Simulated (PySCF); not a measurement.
# Shieldings and the share of exact exchange

Molecule: SMILES C[S@@](=O)C=S, C2H4OS2.

Cartesian coordinates in Å; atom numbers follow the order of the lines, from 1:
```xyz
9

C    -0.771    0.327   -0.934
S     0.883    0.510   -0.208
O     0.948    1.826    0.498
C     0.738   -0.793    1.042
S     0.272   -2.312    0.804
H    -0.909   -0.720   -1.238
H    -1.504    0.634   -0.175
H    -0.805    1.000   -1.800
H     1.147   -0.402    1.992
```

GIAO shieldings (ppm, equivalent atoms averaged) in PySCF 2.14.0 with density-fitted response routines on the PBE0-D3(BJ)/def2-SVP geometry, basis pcSseg-2, gas phase, non-relativistic:

```tsv
functional	exact exchange (%)	σ(C1)	σ(S2)	σ(O3)
BLYP	0	125.5	6.7	193.0
BP86	0	130.3	28.1	199.2
PBE	0	130.6	34.3	197.8
PBE0	25	137.5	56.3	233.5
mPW1PW91	25	136.9	51.5	233.3
BHandHLYP	50	139.1	60.5	253.2
HF	100	151.3	134.3	291.6
```

Question: Fit each shielding as a line in the percentage of exact exchange.

Answer: σ(C1) = 129.6 + 0.22 x (rms 2.1 ppm); σ(S2) = 22.8 + 1.06 x (rms 10.3 ppm); σ(O3) = 201.3 + 0.96 x (rms 6.1 ppm). The functionals also differ in their semilocal parts, which the line can't hold; Hartree–Fock has no correlation at all.

Question: What does the line predict for B3LYP (20 %), and what does the run give?

Answer: σ(C1): 134.0 predicted, 131.3 computed; σ(S2): 44.0 predicted, 24.5 computed; σ(O3): 220.5 predicted, 222.0 computed ppm.
